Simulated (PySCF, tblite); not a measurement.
**2 × methanol and hydrogen fluoride**

A gas-phase complex of 2 × methanol and hydrogen fluoride; neutral, singlet. The structure comes from a short search (6 tight-binding starts) and was relaxed by PBE0-D3(BJ)/def2-SVPD; another way of binding may lie lower. No frequency run checks that it is a minimum.

| part | name | SMILES | atoms | charge | multiplicity |
| --- | --- | --- | --- | --- | --- |
| 1 | methanol | CO | 1–6 | 0 | 1 |
| 2 | methanol | CO | 7–12 | 0 | 1 |
| 3 | hydrogen fluoride | F | 13–14 | 0 | 1 |

```tsv
atom	part	x (Å)	y (Å)	z (Å)
C1	1	-1.037	-0.401	-0.113
O2	1	0.122	0.336	0.205
H3	1	-1.278	-1.029	0.754
H4	1	-1.898	0.256	-0.319
H5	1	-0.872	-1.057	-0.981
H6	1	0.322	0.972	-0.499
C7	2	1.545	2.596	2.588
O8	2	0.437	2.513	1.715
H9	2	1.328	2.099	3.545
H10	2	2.448	2.147	2.144
H11	2	1.738	3.658	2.781
H12	2	0.255	1.579	1.473
F13	3	0.748	2.905	-0.709
H14	3	0.653	2.919	0.258
```

| contact | kind (by geometry) | distance (Å) | angle (°) |
| --- | --- | --- | --- |
| H14···O8 | hydrogen bond | 1.528 | 164 |
| H12···O2 | hydrogen bond | 1.781 | 149 |
| H6···F13 | hydrogen bond | 1.991 | 139 |

Interaction energies are complex less parts, with the parts frozen as they stand in it; counterpoise-corrected, in kcal/mol (PySCF).

(1) Give the interaction energy at each level run.

(2) What holds them together? Decompose the wB97M-D3(BJ)/def2-SVPD energy: frozen parts, their antisymmetrised product, then relaxation.

The parts were also relaxed and run alone, at the levels used for the complex: shieldings by PBE0/pcSseg-1; core levels by delta-SCF with SCAN, pcX-2 on the ionised atom and pcseg-1 elsewhere, spin-free X2C.

(3) How do these values change when the complex forms?

Results:

(1) 
```
                 level  interaction  superposition error removed
wB97M-D3(BJ)/def2-SVPD       -22.36                        -1.76
 PBE0-D3(BJ)/def2-SVPD       -23.76                        -1.79
```

(2) electrostatic -41.9, Pauli repulsion +45.8, orbital relaxation -25.4, dispersion correction -2.7 kcal/mol, which sum to the value before the counterpoise correction; the Pauli term holds the exchange-correlation of the frozen density too. Of the attraction, 60 % is electrostatic, 36 % is orbital relaxation, 4 % is dispersion correction.

(3) 
```json
{"property": "F13–H14 bond (Å)", "alone": "0.920", "in the complex": "0.971", "change": "+0.051"}
{"property": "shielding of H14 (ppm)", "alone": "29.25", "in the complex": "21.89", "change": "-7.36"}
{"property": "shielding of O8 (ppm)", "alone": "332.0", "in the complex": "319.4", "change": "-12.6"}
{"property": "shielding of H12 (ppm)", "alone": "32.07", "in the complex": "26.65", "change": "-5.41"}
{"property": "shielding of O2 (ppm)", "alone": "332.0", "in the complex": "327.6", "change": "-4.4"}
{"property": "O2 1s core level (eV)", "alone": "539.00", "in the complex": "539.17", "change": "+0.17"}
{"property": "O8 1s core level (eV)", "alone": "539.00", "in the complex": "539.13", "change": "+0.13"}
{"property": "F13 1s core level (eV)", "alone": "694.12", "in the complex": "691.79", "change": "-2.33"}
```

Density functionals tend to overstate the lengthening and the red shift of so strongly bound an X–H bond.

The 4 runs behind this took 2.5 min in all, one thread each of Arm Neoverse V1 on a shared host, launched as `OMP_NUM_THREADS=1 python cluster_run.py task.json out`.
